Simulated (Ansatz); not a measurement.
The parent structure is W in the bcc (W type) structure (space group Im-3m, No. 229; a = 3.184 Å).

Calculations: Ansatz (a quantum-chemistry and plane-wave program), PBE, PAW, cutoff 420 eV, without spin-orbit coupling, earlier PAW set.

It is then changed as follows: Ta takes the place of W on all its sites; the structure is relaxed again.

Measured lattice parameter a: W 3.16 Å (static lattice; corrected from measurement; as listed in Daniel Mejia-Rodriguez, S. B. Trickey, Phys. Rev. B (2018)); Ta 3.299 Å (static lattice; corrected from measurement; as listed in Daniel Mejia-Rodriguez, S. B. Trickey, Phys. Rev. B (2018)).

Question: How well does PBE reproduce the measured shift?

Answer: With PBE the lattice parameter a moves by +0.136 Å (3.184 → 3.320) against +0.139 Å measured.

No phonon test of stability was made. All final runs are without spin polarisation.
